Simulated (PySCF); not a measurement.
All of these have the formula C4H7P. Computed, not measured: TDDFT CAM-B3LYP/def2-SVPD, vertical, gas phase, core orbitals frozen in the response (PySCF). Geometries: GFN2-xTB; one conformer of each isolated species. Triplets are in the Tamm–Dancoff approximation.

Problem. Rank by computed lowest triplet energy, highest first.
A. `[H]/P=C(/C)C=C`
B. `C#CCPC`
C. `CCP1C=C1`
D. `CCCC#P`
E. `C=P/C=C\C`
F. `C1=CCPC1`

Solution. B (5.18 eV), F (4.36 eV), C (4.00 eV), D (3.29 eV), E (2.57 eV), A (2.12 eV).

```tsv
SMILES	T1 (eV)	LUMO (eV)	α (au)	f (S1)	first f ≥ 0.01 (nm)	HOMO (eV)	S1 mainly
C#CCPC	5.18	1.22	72.1	0.020	197	-8.19	H→L (47%)
C1=CCPC1	4.36	1.32	68.5	0.003	193	-8.23	H→L+1 (91%)
CCP1C=C1	4.00	0.83	69.1	0.000	227	-7.76	H→L (92%)
CCCC#P	3.29	0.17	72.6	0.000	175	-8.61	H→L (50%)
C=P/C=C\C	2.57	-0.58	78.8	0.007	251	-8.00	H-1→L (99%)
[H]/P=C(/C)C=C	2.12	-1.01	82.5	0.498	272	-7.78	H→L (96%)
```

H and L stand for HOMO and LUMO.

- `C#CCPC`: Löwdin shares by element: HOMO phosphorus 54%, carbon 30% or more (atoms not listed hold the other 16%); LUMO carbon 40% or more, phosphorus 18% (atoms not listed hold the other 42%).
- `C1=CCPC1`: Löwdin shares by element: HOMO phosphorus 55%, carbon 28% or more (atoms not listed hold the other 16%); LUMO (one of a set within 0.03 eV) carbon 34% or more, phosphorus 18% (atoms not listed hold the other 48%).
- `CCP1C=C1`: Löwdin shares by element: HOMO phosphorus 47%, carbon 45% or more; LUMO carbon 68% or more, phosphorus 10%, hydrogen 8% or more.
- `CCCC#P`: Löwdin shares by element: HOMO carbon 51% or more, phosphorus 41%; LUMO phosphorus 50%, carbon 38% or more.
- `C=P/C=C\C`: Löwdin shares by element: HOMO carbon 65% or more, phosphorus 20%; LUMO carbon 54% or more, phosphorus 34%.
- `[H]/P=C(/C)C=C`: Löwdin shares by element: HOMO carbon 55% or more, phosphorus 32%; LUMO carbon 48% or more, phosphorus 37% (atoms not listed hold the other 15%).
